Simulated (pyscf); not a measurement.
# Four-centre exchange: `[SiH3][AsH2]` + `[H][H]` → `[SiH3][AsH2]` + `[H][H]`

Gas phase, singlet surface, charge 0. Bonds broken: As1–H3, H8–H9. Bonds formed: As1–H8, H3–H9. Structures and frequencies: ωB97X-D3(BJ)/def2-SVP in PySCF.

Transition state (Å):

```xyz
9

As    -0.1114     0.6425     1.0219
Si    -0.6015    -1.4449    -0.1173
H     -0.7192     2.2259     1.8031
H     -0.6227     1.4195    -0.1754
H      0.1726    -1.5219    -1.3938
H     -0.2359    -2.6146     0.7353
H     -2.0602    -1.5208    -0.4349
H      0.8768     2.2239     1.1202
H      0.1215     2.7728     1.5598
```

One imaginary mode, 2187i cm⁻¹; descent along it reached the two sides named.

```csv
bond,change,reactant side (Å),saddle,product side
As1–H3,breaks,1.519,1.867,3.2
H8–H9,breaks,0.760,1.032,3.6
As1–H8,forms,3.2,1.867,1.519
H3–H9,forms,3.6,1.032,0.760
```

Electronic energies relative to the separated reactants (kcal/mol):

| level | barrier | reaction energy | reverse barrier |
|---|---|---|---|
| ωB97X-D3(BJ)/def2-TZVP | 78.3 | 0.0 | 78.3 |
| PBE/def2-TZVP | 62.8 | 0.0 | 62.8 |
| r²SCAN/def2-TZVP | 69.0 | 0.0 | 69.0 |
| B3LYP-D3(BJ)/def2-TZVP | 71.5 | 0.0 | 71.5 |
| PBE0-D3(BJ)/def2-TZVP | 69.7 | 0.0 | 69.7 |
| M06-2X/def2-TZVP | 77.8 | 0.0 | 77.8 |
| ωB97M-D3(BJ)/def2-TZVP | 76.0 | 0.0 | 76.0 |
| HF/def2-TZVP | 99.6 | 0.0 | 99.6 |

With ωB97M-D3(BJ)/def2-TZVP energies and thermal terms (ideal gas, 1 atm, RRHO with modes under 100 cm⁻¹ raised to 100, one conformer, R ln 2 for chiral ones without a mode under 150 cm⁻¹), in kcal/mol:

| T (K) | ΔH‡ | ΔG‡ | ΔH | ΔG |
|---|---|---|---|---|
| 298 | 74.4 | 82.5 | 0.0 | 0.0 |
| 600 | 73.9 | 90.9 | 0.0 | 0.0 |
| 900 | 74.0 | 99.5 | 0.0 | 0.0 |
| 1200 | 74.4 | 107.9 | 0.0 | 0.0 |

The same reactants have a lower exit, to AsH₃ + SiH₄ (barrier +65.8 kcal/mol at ωB97M-D3(BJ)/def2-TZVP, against +76.0 kcal/mol here). Another saddle between the same species, by other bonds, lies lower (68.4 kcal/mol against 76.0 kcal/mol at ωB97M-D3(BJ)/def2-TZVP). Elements up to Kr have no core potential and no relativistic terms here.
